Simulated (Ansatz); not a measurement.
# H3O (doublet): from Hartree-Fock to the top rungs at distance H1–H2 along a hydrogen transfer = 1.027 Å, 6-31G

How much of the correlation energy of H3O (doublet) does each wave-function method recover here?

Program: Ansatz 0.2.0, Gaussian basis. Level of theory: 6-31G, core rule «outside noble gas», up to 1 orbitals frozen. These are calculated values, not measurements.

The runs, in order: UHF; CCSD(T) on ROHF; CCSD(T) on UHF; BCCD(T) on ROHF; CISD; CCSDT(Q) on ROHF; CCSDT(Q) on UHF; CISDTQ; CCSDTQ on ROHF; CCSDTQ on UHF; CASSCF and MRCISD+Q, 3 electrons in 3 orbitals; CASSCF and NEVPT2, 3 electrons in 3 orbitals; CASSCF and MRCISD+Q, 9 electrons in 7 orbitals; CASSCF and NEVPT4(SD), 9 electrons in 7 orbitals; CASSCF and NEVPT2, 9 electrons in 7 orbitals; Full CI.

6 further runs of the same task are left out: 6 that didn't finish.

## (1) What is computed

The geometry derives from fragments relaxed apart (PBE0/def2-TZVP) and kept rigid, so it is no stationary point. A hydrogen atom is moved between rigid fragments.

4 atoms, charge 0, spin multiplicity 2.

Atoms are counted from 1 here; the program's logs count them from 0.

Bond lengths: H2–O3 1.202 Å, O3–H4 0.973 Å. Angles: H2–O3–H4 105.0°.

## (2) UHF

in.yaml reads:

```yaml
crystal:
  periodic: [false, false, false]
  atoms:
    - {symbol: H, position_ang: [-2.060554, 0.049803, 0.000000]}
    - {symbol: H, position_ang: [-1.033554, 0.049803, 0.000000]}
    - {symbol: O, position_ang: [0.168446, 0.049803, 0.000000]}
    - {symbol: H, position_ang: [0.420305, -0.890147, 0.000000]}
basis:
  gaussian: {orbitals: 6-31G}
magnetization: {spin_polarized: true, initial_magnetization: 1}
hamiltonian: {xc: hf}
output: {orbitals: {seedname: orbitals}}
```

Launch:

```
> ansatz run in.yaml --threads 1 --pin off --events-out ev --progress --plain --max-ram 2393MiB
```

Further steps of the session: CCSD(T) on ROHF; CCSD(T) on UHF; BCCD(T) on ROHF; CISD; CCSDT(Q) on ROHF; CCSDT(Q) on UHF; CISDTQ; CCSDTQ on ROHF; CCSDTQ on UHF; CASSCF and MRCISD+Q, 3 electrons in 3 orbitals; CASSCF and NEVPT2, 3 electrons in 3 orbitals; CASSCF and MRCISD+Q, 9 electrons in 7 orbitals; CASSCF and NEVPT4(SD), 9 electrons in 7 orbitals; CASSCF and NEVPT2, 9 electrons in 7 orbitals; Full CI.

Q: Predict the results of all the runs planned. Wanted: FCI below the RHF energy; RMP2 from FCI; UMP2 from FCI; RCCSD from FCI; RCCSD(T) from FCI; UCCSD(T) from FCI; RCCSDT(Q) from FCI; UCCSDT(Q) from FCI; NEVPT2 pair from FCI.

**Answer**, as computed:

| quantity | value |
| --- | --- |
| FCI below the RHF energy | -4.3974 eV |
| RMP2 from FCI | +320.6 meV |
| UMP2 from FCI | +486.3 meV |
| RCCSD from FCI | +75.8 meV |
| RCCSD(T) from FCI | +22.2 meV |
| UCCSD(T) from FCI | +19.6 meV |
| RCCSDT(Q) from FCI | -0.8 meV |
| UCCSDT(Q) from FCI | 0.0 meV |
| NEVPT2 pair from FCI | +217.6 meV |
| MRCISD+Q pair from FCI | +57.2 meV |
| NEVPT2 valence from FCI | +344.9 meV |
| levels within 1 kcal/mol (43 meV) | RCCSD(T), UCCSD(T), BCCD(T), RCCSDT, UCCSDT, CISDTQ, RCCSDT(Q), UCCSDT(Q), RCCSDTQ, UCCSDTQ, MRCISD+Q valence |
| T1 diagnostic | 0.029 |
| effectively unpaired electrons | 1.03 |

**Reading.** RCCSD(T) lands +22.2 meV from the yardstick (0.5 % of the correlation energy). One determinant dominates. Of the multireference levels listed MRCISD+Q valence comes nearest in total energy (+30.2 meV), which doesn't show that its space is the better one. These misses are within one basis, not against nature; the frozen cores of restricted and unrestricted runs differ, which can shift their rows.
